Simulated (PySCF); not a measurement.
Geometry:
```csv
atom,x (Å),y (Å),z (Å)
C1,-0.037,1.197,-0.036
C2,-1.237,0.486,-0.004
C3,-1.299,-0.902,0.064
P4,0.070,-1.971,0.119
C5,1.364,-0.812,0.065
C6,1.209,0.569,-0.003
H7,-0.073,2.288,-0.090
H8,-2.174,1.052,-0.033
H9,-2.289,-1.372,0.085
H10,2.383,-1.214,0.087
H11,2.106,1.196,-0.032
```

Geometry: PBE0-D3(BJ)/def2-SVP; GIAO shifts from PySCF, gas phase, non-relativistic, averaged over equivalent atoms.

At BLYP/pcSseg-2 (293 basis functions, 89 s wall time on 1 thread of an Intel Xeon Platinum 8259CL, shared host):
| atoms | δ (ppm) |
| --- | --- |
| C3/C5 | 168.1 |
| C2/C6 | 140.8 |
| C1 | 136.0 |
| P4 | 224.3 |
| H9/H10 | 8.93 |
| H8/H11 | 7.94 |
| H7 | 7.51 |

Chemical shifts δ = σref − σ; ¹³C (σref 175.01), ¹H (σref 31.38) vs TMS; ³¹P (σref 271.26) against H3PO4, all at this level.

Question: Predict the values at BP86/pcSseg-2 on the same geometry.

Answer: 
```tsv
atoms	δ at BP86/pcSseg-2	change
C3/C5	166.2	-1.9
C2/C6	140.0	-0.8
C1	135.3	-0.7
P4	215.2	-9.1
H9/H10	9.04	+0.11
H8/H11	8.03	+0.09
H7	7.59	+0.08
```

References, each an isolated molecule treated in the same way: ¹³C (179.17 ppm), ¹H (31.23 ppm) against TMS; H3PO4 for ³¹P (280.27 ppm).

The largest change is at P4 (phosphorus bonded to 2 C, in a 6-membered ring). Cost: 293 basis functions, 94 s wall time on 1 thread of an Intel Xeon Platinum 8259CL, shared host. The order of the carbon signals is the same at both levels.

Experimental scales use liquid or dissolved standards, which lie at an offset from isolated H3PO4.
